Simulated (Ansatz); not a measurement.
# SiH+ (triplet): from Hartree-Fock to the top rungs at distance Si1–H2 = 4.237 Å, cc-pVQZ

An exercise on one series of results from a longer session: the logs are not shown, and one member is left open.

Computed with Ansatz 0.2.0, Gaussian basis. Level: cc-pVQZ, core rule «outside noble gas», up to 5 orbitals frozen.

Plan: UHF; CCSD(T) on ROHF; CCSD(T) on UHF; BCCD(T) on ROHF; CCSDT(Q) on ROHF; CCSDT(Q) on UHF; CASSCF and NEVPT2, 4 electrons in 5 orbitals; Full CI.

17 further runs of the same task are left out: 2 for a known fault of the program, 12 that didn't finish, 3 set aside as unsound or not needed.

## What is computed

The geometry derives from a PBE0/def2-TZVP stationary point (not a proven minimum). One bond is set to the value named and the two fragments are kept rigid.

2 atoms, charge 1, spin multiplicity 3.

Atoms are counted from 1 here; the program's logs count them from 0.

No contacts short enough for the rule that draws bonds.

Set-up of the first run:

in.yaml

```yaml
crystal:
  periodic: [false, false, false]
  atoms:
    - {symbol: Si, position_ang: [0.000000, 0.000000, 0.000000]}
    - {symbol: H, position_ang: [0.000000, 0.000000, 4.237000]}
basis:
  gaussian: {orbitals: cc-pVQZ}
total_charge: 1
magnetization: {spin_polarized: true, initial_magnetization: 2}
hamiltonian: {xc: hf}
output: {orbitals: {seedname: orbitals}}
```

Command:

```console
ansatz run in.yaml --threads 1 --pin off --events-out ev --progress --plain --max-ram 2393MiB
```

Among the steps run: UHF; CCSD(T) on ROHF; CCSD(T) on UHF; BCCD(T) on ROHF; CCSDT(Q) on ROHF; CCSDT(Q) on UHF; CASSCF and NEVPT2, 4 electrons in 5 orbitals; Full CI.

One table of the session follows, with a row left open; its other results are not shown here.

| method | from FCI (kcal/mol) |
| --- | --- |
| ROHF | +41.65 |
| UHF | +38.59 |
| RMP2 | +10.83 |
| UMP2 | +11.03 |
| RCCSD | ? |
| UCCSD | +0.98 |
| RCCSD(T) | +0.25 |
| UCCSD(T) | +0.23 |
| BCCD(T) | +0.25 |
| RCCSDT | -0.01 |
| UCCSDT | -0.02 |
| RCCSDT(Q) | -0.01 |
| UCCSDT(Q) | -0.02 |
| CASSCF valence | +24.05 |
| NEVPT2 valence | +7.13 |
| FCI | 0 |

Q: Estimate the row for RCCSD from the others.

**Answer.** from FCI (kcal/mol): +1.12. In the column «from FCI (kcal/mol)» it lies between UCCSD (+0.98) and NEVPT2 valence (+7.13).

Among the levels timed on like hardware and quicker than the yardstick, those that no quicker one beats, quickest first: NEVPT2 valence (4.5 s, +7.13 kcal/mol); BCCD(T) (13 s, +0.25 kcal/mol).

To keep in mind: The yardstick is full CI for this spin, exact in this basis with these frozen cores. Levels on UHF freeze UHF's core orbitals, full CI those of ROHF, so the U rows can settle a little off it for that reason alone. Restricted and unrestricted rows rest on different reference determinants; where their highest levels disagree by more than a few hundredths of an eV, they describe different states and don't form one ladder.
